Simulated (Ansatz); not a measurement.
Input file:

```yaml
crystal:
  periodic: [false, false, false]
  atoms:
    - {symbol: As, position_ang: [0.000000, -0.036433, -0.008432]}
    - {symbol: H, position_ang: [0.000000, 1.036172, -1.094327]}
    - {symbol: H, position_ang: [0.000000, 1.671912, 1.721111]}
basis:
  gaussian: {orbitals: 6-31G}
magnetization: {spin_polarized: false, initial_magnetization: 1}
correlation: {method: ccsd_t, electrons: outside_noble_gas}
output: {forces: true}
```

```sh
$ ansatz run in.yaml --threads 1 --pin off --events-out ev --progress --plain --max-ram 2393MiB
```

Output:

```
318 factors; integrals over basis functions are off by at most 5.6e-4 eV
mean field evaluation 1: about -60814.0059 eV, gradient 5.8e0 eV
mean field evaluation 2: about -60814.0200 eV, gradient 5.9e0 eV
mean field evaluation 4: about -60814.2585 eV, gradient 1.0e0 eV
mean field evaluation 8: about -60814.2619 eV, gradient 5.8e-4 eV
mean field evaluation 16: about -60814.2619 eV, gradient 4.9e-2 eV
mean field evaluation 32: about -60813.1624 eV, gradient 1.3e0 eV
mean field evaluation 64: about -60807.3451 eV, gradient 4.0e-2 eV
mean field evaluation 96: about -60813.1729 eV, gradient 5.3e-1 eV
mean field evaluation 128: about -60807.3460 eV, gradient 1.8e-1 eV
mean field -60814.26190571 eV, -2234.8829036475 hartree, gradient 1.9e-6 eV, S^2 0.750000; 2 other end points of the search recorded, 0 dependent functions left out
mean field evaluation 160: about -60814.2756 eV, gradient 1.6e0 eV
mean field evaluation 192: about -60814.2551 eV, gradient 2.9e-1 eV
mean field evaluation 224: about -60811.7762 eV, gradient 8.7e0 eV
determinant -60814.26190571 eV, -2234.8829036475 hartree, with singles and doubles -60816.94482820 eV, -2234.9814992306 hartree
determinant -60813.17830960 eV, -2234.8430822252 hartree, with singles and doubles -60814.76078452 eV, -2234.9012371058 hartree
determinant -60812.79789028 eV, -2234.8291020729 hartree, with singles and doubles -60814.46270590 eV, -2234.8902829185 hartree
determinant -60814.10337917 eV, -2234.8770779047 hartree, with singles and doubles -60816.95049333 eV, -2234.9817074203 hartree
determinant -60814.10337917 eV, -2234.8770779047 hartree, with singles and doubles -60816.96619113 eV, -2234.9822843039 hartree
determinant -60814.26190571 eV, -2234.8829036475 hartree, with singles and doubles -60816.96413592 eV, -2234.9822087761 hartree
unrestricted determinant -60815.26955019 eV, -2234.9199338991 hartree, S^2 1.4966
14 core orbitals not correlated: weight in the atoms' cores, before any rotation towards them, 1.000 or more for the frozen orbitals, at most 0.000 for the correlated occupied ones
reference -60814.26190571 eV, -2234.8829036475 hartree; 4, 3 occupied and 15, 16 virtual orbitals, 318 factors
second order -1.69724698 eV of doubles, -0.02271800 eV of singles
cycle   1  -2.70222879 eV  change    1.4e-6 eV  update   1.3e-6
cycle   2  -2.70222704 eV  change    1.7e-6 eV  update   7.8e-7
perturbative correction -0.05002632 eV, -0.0018384334 hartree
the calculation of the forces begins
Total energy: -60817.01415907 eV, -2234.9840470930 hartree
Atom 0 at     0.000000    -0.036433    -0.008432 Å, force     0.000000     0.634536     1.690816 eV/Å
Atom 1 at     0.000000     1.036172    -1.094327 Å, force    -0.000000     0.534656    -0.449472 eV/Å
Atom 2 at     0.000000     1.671912     1.721111 Å, force    -0.000000    -1.169192    -1.241344 eV/Å
Dipole moment:     0.000000     0.006569    -0.171452 e Å
```

Forces (eV/Å):
```
As   0.000  0.635  1.691
H    0.000  0.535 -0.449
H    0.000 -1.169 -1.241
```

Ran on 1 thread of Arm Neoverse V2, shared host: 1.8 s wall, 0.18 GiB peak host memory.
